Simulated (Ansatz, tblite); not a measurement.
Removing and adding an electron: BH2(CCH) (C2H3B). The state is a singlet with charge 0. Geometry: PBE0-D4/def2-TZVP. Ansatz, gas phase; energy differences of separate SCF runs; the oxidised species was run as a doublet alone; the reduced species was run as a doublet alone.

Cartesian coordinates in Å:
```
B -0.160 1.096 0.239
H -1.141 1.440 0.825
H 0.654 1.902 -0.097
C 0.052 -0.355 -0.078
C 0.222 -1.526 -0.332
H 0.372 -2.557 -0.557
```

The xTB rows come from tblite. Correlated methods freeze 3 core orbitals. In CCSD on the charge 1 doublet the largest single amplitude is 0.15, so its Hartree–Fock determinant may place the open shell otherwise than the density functionals do.

Question: Estimate orbital energies and vertical ionisation energies and electron affinities at: GFN1-xTB; GFN2-xTB; HF/def2-TZVPD; HF/def2-TZVPP; PBE-D4/def2-TZVP; PBE-D4/def2-TZVPD; r2SCAN-D4/def2-TZVP; r2SCAN-D4/def2-TZVPD; PBE0-D4/def2-TZVP; PBE0-D4/def2-TZVPD; MP2/def2-TZVPD; MP2/def2-TZVPP; CCSD/def2-TZVPD; CCSD/def2-TZVPP; CCSD(T)/def2-TZVPD; CCSD(T)/def2-TZVPP.

Answer: 
| level | −HOMO (eV) | vertical IE (eV) | −LUMO (eV) | vertical EA (eV) | HOMO–LUMO gap (eV) | IE − EA (eV) | remarks |
| --- | --- | --- | --- | --- | --- | --- | --- |
| GFN1-xTB | 12.02 | 15.57 | 8.44 | 4.76 | 3.58 | 10.81 | – |
| GFN2-xTB | 11.01 | 14.68 | 7.59 | 3.35 | 3.41 | 11.33 | – |
| HF/def2-TZVPD | – | – | – | -0.39 | – | – | spin-contaminated (⟨S²⟩ 0.84) (-1 doublet) |
| HF/def2-TZVPP | – | 9.34 | – | – | – | – | – |
| PBE-D4/def2-TZVP | 6.88 | 10.37 | 3.37 | – | 3.51 | – | – |
| PBE-D4/def2-TZVPD | 6.89 | – | 3.38 | 0.53 | 3.50 | – | HOMO above zero (-1 doublet) |
| r2SCAN-D4/def2-TZVP | 7.09 | 10.34 | 3.05 | – | 4.04 | – | – |
| r2SCAN-D4/def2-TZVPD | 7.09 | – | 3.06 | 0.57 | 4.03 | – | HOMO above zero (-1 doublet) |
| PBE0-D4/def2-TZVP | 8.09 | 10.48 | 2.39 | – | 5.69 | – | – |
| PBE0-D4/def2-TZVPD | 8.10 | – | 2.41 | 0.49 | 5.69 | – | HOMO above zero (-1 doublet) |
| MP2/def2-TZVPD | – | – | – | 0.03 | – | – | spin-contaminated (⟨S²⟩ 0.84) (-1 doublet) |
| MP2/def2-TZVPP | – | 11.10 | – | – | – | – | – |
| CCSD/def2-TZVPD | – | – | – | 0.16 | – | – | spin-contaminated (⟨S²⟩ 0.84) (-1 doublet) |
| CCSD/def2-TZVPP | – | 10.66 | – | – | – | – | – |
| CCSD(T)/def2-TZVPD | – | – | – | 0.21 | – | – | spin-contaminated (⟨S²⟩ 0.84) (-1 doublet) |
| CCSD(T)/def2-TZVPP | – | 10.79 | – | – | – | – | – |

   A HOMO above zero means that the electron is unbound at that level or that self-interaction error raises the level; the energy of removing that electron tells which. Raw xTB energy differences between charge states are shifted by several eV; the methods need an empirical correction for them. A negative affinity means that the extra electron isn't bound; its size then hangs on the basis.
